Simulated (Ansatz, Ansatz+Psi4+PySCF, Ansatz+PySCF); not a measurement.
| atom | x (Å) | y (Å) | z (Å) |
| --- | --- | --- | --- |
| C | 0.0167 | 0.0000 | 0.0000 |
| C | 1.1795 | 0.0000 | 0.0000 |
| H | -1.0415 | 0.0000 | 0.0000 |

Basis set: cc-pVTZ (spherical functions). Frozen core: 2 orbitals. Correlation on ROHF uses semicanonical orbitals with singles. Charge 0, multiplicity 2.

Computed with Ansatz (development build ahead of 0.2.0); each method stands on the lowest determinant of its kind that the runs found.

Q: Give the atomization energy at this shape (free ground-state atoms in the same class of orbitals less the molecule, no zero-point energy) of doublet C2H by ROHF-CCSD(T), ROHF-MP2, UHF-MP2.

A:

```csv
method,atomization energy
ROHF-CCSD(T),1055.2 kJ/mol
ROHF-MP2,1092.6 kJ/mol
UHF-MP2,1061.8 kJ/mol
```

Caution for ROHF-MP2, UHF-MP2: forces differ strongly between restricted and unrestricted references. Caution for UHF-MP2: the unrestricted determinant is spin contaminated.
